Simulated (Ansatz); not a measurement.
Relaxation of CH₃BS (6 atoms, charge 0, multiplicity 1), to a largest force component of 0.02 eV/Å in at most 40 steps.

Level of theory: RKS revPBE-D4/def2-SVP (Ansatz 0.2.0).

```xyz
6
Properties=species:S:1:pos:R:3:forces:R:3
B -0.515 -0.711 -0.236 0.25 0.53 0.10
C 0.213 0.606 0.076 -0.10 0.09 -0.06
S 0.960 -1.003 0.608 0.99 -0.85 0.61
H -1.410 -1.267 -0.700 -1.11 -0.63 -0.57
H 0.813 1.131 -0.657 0.32 0.38 -0.63
H -0.061 1.243 0.909 -0.34 0.47 0.55
```

**Question.** Where does it end, and by what steps?

**Answer.** The run converged. After 4 steps the energy has fallen by 0.092 eV; S3 moved furthest, 0.06 Å.

```tsv
step	energy less start (eV)	largest force component (eV/Å)	accepted
0	0.0000	1.106	yes
1	-0.0775	0.561	yes
2	-0.0909	0.177	yes
3	-0.0923	0.039	yes
4	-0.0924	0.013	yes
```

```xyz
6
Properties=species:S:1:pos:R:3
B -0.505 -0.712 -0.231
C 0.226 0.614 0.083
S 0.996 -1.039 0.630
H -1.450 -1.275 -0.720
H 0.815 1.149 -0.685
H -0.083 1.263 0.923
```

Whether the end is a true minimum wasn't checked by a vibrational analysis.

The run took 4.3 s on 1 thread of Arm Neoverse V2, on a shared host, peak memory 0.11 GiB.
